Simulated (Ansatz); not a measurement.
Two shapes of triplet N2O.

Shape 1:

```xyz
3

N     0.0939    0.0210   -0.0154
N     1.1264   -0.0575   -0.2355
O     0.3947    3.2319    0.4196
```

Shape 2:

```xyz
3

N     0.0514    0.0156   -0.0062
N     1.1086   -0.0256   -0.1183
O     0.4474    3.2087    0.3090
```

Basis set: def2-SVP (spherical functions). Left uncorrelated: 3 orbitals. Charge 0, multiplicity 3.

Computed with Ansatz (development build ahead of 0.2.0); each method stands on the lowest determinant of its kind that the runs found.

**Question.** Which shape is lower in energy, and by how much in each method?

**Answer.**

```tsv
method	E(2) − E(1) (eV)
UHF	-0.011
UHF-MP2	-0.052
PBE0 (unrestricted)	-0.036
```

Shape 2 is lower. Caution for UHF-MP2: MP2 forces lie far from those of the mean fields. Caution for PBE0 (unrestricted): charge can spread falsely over distant fragments.
